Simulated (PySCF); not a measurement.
Isomers of C4H5NO, one conformer each; single-point electronic energies without zero-point terms and without any empirical dispersion term.

All values: wB97X-D/pcSseg-2 (PySCF, non-relativistic), each on one gas-phase PBE0-D3(BJ)/def2-TZVP geometry that isn't relaxed in the solvent. The solvent is an IEF-PCM continuum (cavity from Bondi-type radii × 1.2). Only the electrostatic response of the medium enters.

```csv
isomer,"relative energy, gas (kJ/mol)",dipole (D)
2-methyloxazole (`Cc1ncco1`),0.0,1.43
4-methyloxazole (`Cc1cocn1`),8.9,1.41
cyclopropyl isocyanate (`O=C=NC1CC1`),53.6,3.07
3-methylisoxazole (`Cc1ccon1`),105.9,3.02
```

**Question.** How do the relative energies look in chloroform (ε = 4.711)?

**Answer.** 
```csv
isomer,"relative energy, solvent (kJ/mol)",E(solvent) − E(gas) (kJ/mol),dipole in solvent (D)
2-methyloxazole (`Cc1ncco1`),0.0,-15.5,1.83
4-methyloxazole (`Cc1cocn1`),9.5,-14.9,1.79
cyclopropyl isocyanate (`O=C=NC1CC1`),57.0,-12.1,3.61
3-methylisoxazole (`Cc1ccon1`),104.4,-16.9,3.80
```

The order is unchanged. Conformers: `[O:1]=[C:2]=[N:3][CH:4]1[CH2:5][CH2:6]1` with C2–N3–C4–C5 -34°. 3-methylisoxazole (`Cc1ccon1`) gains most from the continuum, while cyclopropyl isocyanate (`O=C=NC1CC1`) has the largest gas-phase dipole. The gains span 4.8 kJ/mol, the gas-phase energies 105.9 kJ/mol.
